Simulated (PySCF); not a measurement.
## AlH, singlet in aug-cc-pVDZ: errors against full CI

Geometry: that of the AlH⁻, doublet, kept fixed.

```xyz
2

Al    0.0000    0.0000    0.0000
H     0.0000    0.0000    1.7061
```

Basis aug-cc-pVDZ; PySCF 2.14.0. Only valence electrons are correlated (noble-gas cores frozen), which leaves 4 electrons in 31 orbitals. Prefix R: restricted or restricted open-shell reference; prefix U: unrestricted.

Full CI is exact within this basis and frozen core; it isn't the basis-set limit. The frozen core follows each run's orbitals, which can shift R against U totals by a few meV.

- UHF ⟨S²⟩: 0.135
- T1 diagnostic (ROHF- or RHF-based CCSD): 0.0134
- largest doubles amplitude (ROHF- or RHF-based CCSD): 0.053

| level | E − E(full CI) (mEh) | share of correlation (%) | wall time |
| --- | --- | --- | --- |
| RHF | 78.21 | 0.00 | – |
| RMP2 | 24.04 | 69.26 | – |
| RCCSD | 1.61 | 97.95 | – |
| RCCSD(T) | 0.45 | 99.43 | 0.29 s |
| RCCSDT | 0.05 | 99.94 | – |
| RCCSDT(Q) | 0.01 | 99.99 | 2.5 s |

The correlation energy at full CI, counted from RHF, is -2.128 eV. Full CI, over all symmetries tried, took 2.2 min on 1 thread of Arm Neoverse V1, shared host; the state has 56,467 determinants.

Run but not shown, since their state, orbitals or frozen core can't be matched to the reference's or they repeat it: UHF, UMP2, UCCSD, UCCSD(T), UCCSDT.

Times are those of the correlated step on a shared host, with one SCF added for the restricted CCSD run; they ran on 1 thread of Arm Neoverse V1.

The full-CI state has the irrep A1 of C2v, in the program's axes (one component, if the state is degenerate).

Natural occupations of full CI about the gap: 1.947 1.866 0.055 0.055 0.032 0.010 0.010 0.009 0.007 0.004; effectively unpaired electrons, Σ n²(2−n)², 0.10.
